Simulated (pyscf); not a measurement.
Thermochemistry of product channels of O=SiH–OH (SMILES O=[SiH]O) + HCl (SMILES Cl) on the singlet surface, in kJ/mol, from ωB97M-D3(BJ)/def2-TZVP energies (ideal gas, 1 atm, RRHO with modes under 100 cm⁻¹ raised to 100, one conformer, R ln 2 for rigid chiral ones). Single points on ωB97X-D3(BJ)/def2-SVP structures (PySCF, gas phase).

| products | ΔE | ΔH(298 K) | ΔG(600 K) | ΔG(900 K) |
|---|---|---|---|---|
| O=Si(OH)–Cl (SMILES O=[Si](O)Cl) + H₂ (SMILES [H][H]) | -69.1 | -74.9 | -62.0 | -57.7 |
| HO–SiH(OH)–Cl (SMILES O[SiH](O)Cl) | -275.7 | -263.5 | -187.1 | -150.6 |

These are energies of the channels, which say nothing of barriers.
